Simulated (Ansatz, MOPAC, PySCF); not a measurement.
Species: C2H6N, charge 0, multiplicity 2. SMILES: CN[CH2]
Geometry from a B3LYP-D3(BJ)/def2-TZVP (Ansatz, a program for electronic structure) optimisation:
```xyz
9

C     -0.1173    -0.1522     1.2661
N      0.0966     0.4837     0.0577
C      0.0134    -0.2820    -1.1694
H      0.0488     0.4281     2.1618
H     -0.8649    -0.9333     1.2779
H      0.8364     1.1693     0.0663
H      0.7893    -1.0556    -1.2447
H      0.0972     0.3862    -2.0263
H     -0.9593    -0.7753    -1.2192
```
Charge 0, spin multiplicity 2.

Wanted: enthalpy of formation at 298 K, in kcal/mol. Set-up: no spin-orbit coupling; dispersion terms only where a functional's name holds one; open shells spin-unrestricted; non-relativistic; six Cartesian d functions in 6-31G* and its kin unless marked 5d; valence correlation only. CBS(X,Y): correlation extrapolated as X^-3; Hartree-Fock from the larger set. The bracket is a focal-point correction in the basis named. Ab initio and DFT rows: single points at B3LYP-D3(BJ) geometries (Ansatz), with unscaled harmonic terms from B3LYP/6-31G* at its own minima, enthalpies of formation by atomisation with measured atoms. Semi-empirical rows: MOPAC heats of formation at their own minima for 298 K.

Coupled cluster (Ansatz) is a level with limits of its own, used here on species with T1 under 0.025 (0.045 for open shells) and stable references: RI-MP2/CBS(cc-pVTZ,cc-pVQZ)+[CCSD(T)-MP2]/cc-pVTZ.

Value to compare with, RI-MP2/CBS(cc-pVTZ,cc-pVQZ)+[CCSD(T)-MP2]/cc-pVTZ (Ansatz): 38.1 kcal/mol.

```csv
level,program,enthalpy of formation at 298 K (kcal/mol),difference
AM1,MOPAC,16.9,-21.2
PM6,MOPAC,16.2,-21.9
HF/STO-3G,Ansatz,145.0,106.9
PBE/def2-SVP,Ansatz,15.0,-23.1
B3LYP/STO-3G,Ansatz,-80.8,-118.9
B3LYP/6-31G*,Ansatz,38.1,0.0
M06-2X/6-31G* (5d),PySCF,41.0,2.9
M06-2X/def2-TZVPD,PySCF,38.1,0.0
wB97X-V/def2-TZVPD,Ansatz,34.0,-4.1
```

Among the 7 habitual levels, B3LYP/STO-3G lies farthest from RI-MP2/CBS(cc-pVTZ,cc-pVQZ)+[CCSD(T)-MP2]/cc-pVTZ (Ansatz) (-118.9 kcal/mol) and B3LYP/6-31G* nearest (0.0); 2 of 7 lie above it, and their mean absolute difference is 42.1 kcal/mol, the median 21.9. One case shows no general order.

The levels are drawn from those run, B3LYP/6-31G* more often than the rest, none by its result; runs whose electronic state is in doubt are left out.
